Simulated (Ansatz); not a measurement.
# Worked example: vertical ionisation energy of C4H6O (trans-Crotonaldehyde)

C4H6O has 11 atoms, charge 0, and is taken as a singlet. SMILES: `C/C=C/C=O`. The shape is that of a PBE0-D4/def2-TZVP optimisation. This is one conformer, not always the lowest.

Both states at this one shape; open shells run unrestricted unless said. 1 Eh = 27.2114 eV.

| level | program | singlet C4H6O (Eh) | doublet C4H6O+ (Eh) | HOMO of the first (eV) |
| --- | --- | --- | --- | --- |
| B3LYP/6-31G* (spherical functions) | Ansatz | -231.229125 | -230.884205 | -6.74 |
| BHLYP/def2-SVP | Ansatz | -230.921258 | -230.575013 | -8.84 |
| wB97X/def2-SVP | Ansatz | -230.997291 | -230.643260 | -9.69 |

Problem. Work out the vertical ionisation energy at each level.

Solution. 
1. B3LYP/6-31G* (spherical functions): -230.884205 − (-231.229125) = 0.344920 Eh = 9.39 eV; −ε(HOMO) = 6.74 eV.
2. BHLYP/def2-SVP: -230.575013 − (-230.921258) = 0.346245 Eh = 9.42 eV; −ε(HOMO) = 8.84 eV.
3. wB97X/def2-SVP: -230.643260 − (-230.997291) = 0.354031 Eh = 9.63 eV; −ε(HOMO) = 9.69 eV.

No measured value is set beside it here; the levels span 9.39 to 9.63 eV.
